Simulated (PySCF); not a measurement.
Compound: phosphabenzene, C₅H₅P.
Z-matrix (Å and degrees, PBE0-D3(BJ)/def2-TZVP geometry), rows numbered from 1:
```
C 
C   1  1.3882
C   2  1.3842  1  123.18
P   3  1.7272  2  125.40  1    -0.01
C   4  1.7273  3  100.25  2    -0.00
C   5  1.3842  4  125.40  3     0.01
H   1  1.0842  2  118.71  3  -180.00
H   2  1.0863  1  118.12  3  -180.00
H   3  1.0862  2  118.01  1   179.99
H   5  1.0862  4  116.58  3  -179.99
H   6  1.0863  1  118.12  2  -180.00
```

Level: wB97X-D/pcSseg-2 in PySCF, non-relativistic, on one gas-phase PBE0-D3(BJ)/def2-TZVP geometry that isn't relaxed in the solvent. The solvent is an IEF-PCM continuum (van der Waals radii × 1.2). Only the electrostatic response of the medium enters.

Gas phase at wB97X-D/pcSseg-2: HOMO -8.88 eV, LUMO 0.19 eV, dipole 1.75 D.

Question: What does the continuum do to the energy, the frontier levels and the dipole at wB97X-D/pcSseg-2 in chloroform?

Answer: 
```json
{"solvent": "chloroform", "ε": "4.711", "E(solvent) − E(gas) (kcal/mol)": "-2.05", "polarisation term (kcal/mol)": "-2.33", "distortion of the solute (kcal/mol)": "0.28", "HOMO (eV)": "-8.87", "LUMO (eV)": "0.18", "dipole (D)": "2.28"}
```

Polarisation term: ½ Σ q·V over the induced surface charges. Distortion: the rise of the solute's own energy as its density leaves the gas-phase optimum.

Question: Which radius a makes the point-dipole formula ΔE = −[(ε − 1)/(2ε + 1)]·μ²/a³ give the value in chloroform, with the gas-phase dipole?

Answer: μ = 0.687 au and |ΔE| = 0.00327 Eh give a = 1.97 Å; the farthest nucleus lies 2.68 Å from the centroid of the nuclei, so such a sphere wouldn't even hold the nuclei. The formula assumes a rigid point dipole at the centre of a sphere.

The pairwise dispersion term of wB97X-D wasn't added to the energies; at a given geometry it leaves orbitals and properties as they are.
